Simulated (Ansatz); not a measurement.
Results of PBEsol-D3(BJ) (Ansatz, a program for electronic structure, PAW) for rock-salt TiC.

Run with plane-wave cutoff 520 eV, 22×22×22 k mesh, Fermi–Dirac smearing 0.05 eV, no spin polarisation, scalar-relativistic PAW data made under PBE.

Energies at three volumes about the minimum:

```
V (Å³/atom)  E − E_lowest (meV/atom)
-----------  -----------------------
9.448                           3.47
9.641                           0.00
9.833                           3.32
```

### Question
Fit a parabola by hand: where is the minimum, what lattice constant follows, and what is the bulk modulus?

### Answer
Slopes: (0.00 − 3.47)/(9.641 − 9.448) = -17.979 and (3.32 − 0.00)/(9.833 − 9.641) = 17.292 meV/Å³. Curvature E″ = 2 × (17.292 − (-17.979))/(9.833 − 9.448) = 183.226 meV/Å⁶. From the middle of the first interval, the slope vanishes at V0 = 9.5445 − (-17.979)/183.226 = 9.643 Å³/atom. B = V0 E″ = 9.643 × 183.226 meV/Å³ × 0.1602 GPa per meV/Å³ = 283 GPa. With 8 atoms in the cube, a = (8 × 9.643)^(1/3) = 4.257 Å. The full Birch–Murnaghan fit to all volumes gives V0 = 9.640 Å³/atom and B0 = 282 GPa.

Measured, for comparison: bulk modulus 240 GPa (temperature not stated, not corrected to a static lattice, our sources range from 235 to 268; as tabulated in Krasnenko and Brik (2013), arXiv:1306.3139); lattice constant a 4.33 Å (temperature not stated, not corrected to a static lattice; as tabulated in Zhang et al. (2018), doi:10.1088/1367-2630/aac7f0). Computed (rounded) less measured: bulk modulus not scored (sources differ).
